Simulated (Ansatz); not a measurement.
Input file:

```yaml
crystal:
  periodic: [false, false, false]
  atoms:
    - {symbol: Ga, position_ang: [0.000000, 0.027726, -0.045695]}
    - {symbol: H, position_ang: [0.000000, -1.477599, -0.541473]}
    - {symbol: H, position_ang: [0.405418, -0.220158, 1.851181]}
    - {symbol: H, position_ang: [-0.405418, -0.220158, 1.851181]}
basis:
  gaussian: {orbitals: cc-pVDZ}
total_charge: 1
magnetization: {spin_polarized: true, initial_magnetization: 3}
hamiltonian: {xc: {name: B2PLYP}}
correlation: {electrons: outside_noble_gas}
```

```sh
$ ansatz run in.yaml --threads 1 --pin off --events-out ev --progress --plain --max-ram 2393MiB
```

The program prints:

```
452 factors; integrals over basis functions are off by at most 9.1e-4 eV
mean field evaluation 1: about -52396.7924 eV, gradient 8.2e0 eV
mean field evaluation 2: about -52396.7935 eV, gradient 8.2e0 eV
mean field evaluation 4: about -52397.8406 eV, gradient 1.4e0 eV
mean field evaluation 8: about -52397.9226 eV, gradient 5.8e-2 eV
mean field evaluation 16: about -52397.9227 eV, gradient 2.5e-6 eV
mean field -52397.92268107 eV, -1925.5881419416 hartree, gradient 2.5e-6 eV, S^2 3.752327; 0 other end points of the search recorded, 0 dependent functions left out
14 core orbitals not correlated: weight in the atoms' cores, before any rotation towards them, 0.993 or more for the frozen orbitals, at most 0.005 for the correlated occupied ones
reference -52397.92280513 eV, -1925.5881465007 hartree; 4, 1 occupied and 24, 27 virtual orbitals, 452 factors
second order -1.36598174 eV of doubles, -0.00000000 eV of singles
Total energy: -52398.29162020 eV, -1925.6017002045 hartree
```

Ran on 1 thread of Intel Xeon 6975P-C, shared host: 0.81 s wall, 0.16 GiB peak host memory.
